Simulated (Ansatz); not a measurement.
**P2 (singlet): from Hartree-Fock to the top rungs, cc-pV(D+d)Z**

How much of the correlation energy of P2 (singlet) does each wave-function method recover here?

The runs use Ansatz 0.2.0, Gaussian basis; cc-pV(D+d)Z, core rule «outside noble gas», up to 10 orbitals frozen.

Plan: UHF; CCSD(T) on RHF; CCSD(T) on UHF; BCCD(T) on RHF; CISD; CCSDT(Q) on RHF; CCSDT(Q) on UHF; CISDTQ; CCSDTQ on RHF; CASSCF and MRCISD+Q, 10 electrons in 8 orbitals; CASSCF and NEVPT2, 10 electrons in 8 orbitals.

9 further runs of the same task are left out: 9 set aside as unsound or not needed.

## 1. What is computed

The geometry is an MP2(full)/6-31G* stationary point (not a proven minimum).

2 atoms, charge 0, spin multiplicity 1.

Atoms are counted from 1 here; the program's logs count them from 0.

Bond lengths: P1–P2 1.932 Å.

## 2. UHF

in.yaml

```yaml
crystal:
  periodic: [false, false, false]
  atoms:
    - {symbol: P, position_ang: [0.000000, 0.000000, 0.000000]}
    - {symbol: P, position_ang: [0.000000, 0.000000, 1.932288]}
basis:
  gaussian: {orbitals: "cc-pV(D+d)Z.json"}
magnetization: {spin_polarized: true, initial_magnetization: 0}
hamiltonian: {xc: hf}
output: {orbitals: {seedname: orbitals}}
```

Started as:

```sh
ansatz run in.yaml --threads 1 --pin off --events-out ev --progress --plain --max-ram 4096MiB --backend cpu
```

The runs that follow: CCSD(T) on RHF; CCSD(T) on UHF; BCCD(T) on RHF; CISD; CCSDT(Q) on RHF; CCSDT(Q) on UHF; CISDTQ; CCSDTQ on RHF; CASSCF and MRCISD+Q, 10 electrons in 8 orbitals; CASSCF and NEVPT2, 10 electrons in 8 orbitals.

Before running them: what should the planned runs give, taken together? Wanted: RCCSDTQ below the RHF energy; RMP2 from RCCSDTQ; UMP2 from RCCSDTQ; RCCSD from RCCSDTQ; RCCSD(T) from RCCSDTQ; UCCSD(T) from RCCSDTQ; RCCSDT(Q) from RCCSDTQ; UCCSDT(Q) from RCCSDTQ; NEVPT2 valence from RCCSDTQ.

As calculated:

| quantity | value |
| --- | --- |
| RCCSDTQ below the RHF energy | -7.2830 eV |
| RMP2 from RCCSDTQ | +94.4 kJ/mol |
| UMP2 from RCCSDTQ | +189.9 kJ/mol |
| RCCSD from RCCSDTQ | +46.5 kJ/mol |
| RCCSD(T) from RCCSDTQ | +6.1 kJ/mol |
| UCCSD(T) from RCCSDTQ | +13.8 kJ/mol |
| RCCSDT(Q) from RCCSDTQ | -0.4 kJ/mol |
| UCCSDT(Q) from RCCSDTQ | -0.2 kJ/mol |
| NEVPT2 valence from RCCSDTQ | +99.3 kJ/mol |
| MRCISD+Q valence from RCCSDTQ | -0.4 kJ/mol |
| levels within 1 kcal/mol (43 meV) | RCCSDT(Q), UCCSDT(Q), MRCISD+Q valence |
| T1 diagnostic | 0.017 |
| effectively unpaired electrons | 0.14 |

What this shows: RCCSD(T) lands +6.1 kJ/mol from the yardstick (0.9 % of the correlation energy). CCSD(T) misses by +6.1 kJ/mol on the restricted determinant and by +13.8 kJ/mol on the unrestricted one; the two need not hold the same state or core. One determinant dominates. Of the multireference levels listed MRCISD+Q valence comes nearest in total energy (-0.4 kJ/mol), which doesn't show that its space is the better one. These misses are within one basis, not against nature.
